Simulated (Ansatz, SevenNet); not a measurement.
Elastic constant C66 (GPa) of solids drawn from the class of oxides, at two levels: the machine-learned potential SevenNet-l3i5 (trained on PBE and PBE+U data), and r²SCAN (PAW; Ansatz, a program for electronic structure).

```json
[
 {"solid": "rutile TiO2", "SevenNet-l3i5": "208", "r²SCAN": "?"},
 {"solid": "stishovite (SiO2)", "SevenNet-l3i5": "240", "r²SCAN": "322"},
 {"solid": "rutile SnO2", "SevenNet-l3i5": "167", "r²SCAN": "205"},
 {"solid": "A-type hexagonal La2O3", "SevenNet-l3i5": "37.1", "r²SCAN": "42.7"},
 {"solid": "corundum Ga2O3 (metastable phase)", "SevenNet-l3i5": "91.7", "r²SCAN": "113"},
 {"solid": "anatase TiO2 (metastable phase)", "SevenNet-l3i5": "51.3", "r²SCAN": "64.8"}
]
```

Q: Estimate the withheld r²SCAN value from the other rows.

A: One way: carry over the typical ratio. The ratios r²SCAN / SevenNet-l3i5 of the other rows, in order: 1.151, 1.228, 1.232, 1.263, 1.342; median 1.232. Rutile TiO2: 208 × 1.232 = 256 GPa; the run gives 236 GPa. The ratios spread from 1.151 to 1.342, so such an estimate is rough. Rutile TiO2 lies outside that spread.

Over all 6 rows r²SCAN is the larger in 6.

Ansatz's runs of these crystals have no spin polarisation.

Spin–orbit coupling is left out, also for the solids with elements from indium on (rutile SnO2, A-type hexagonal La2O3); its size isn't shown.

Each level is taken at its own relaxed cell. Ansatz's density-functional and Hartree–Fock values are scalar-relativistic unless marked +SOC, with PAW data made under PBE.
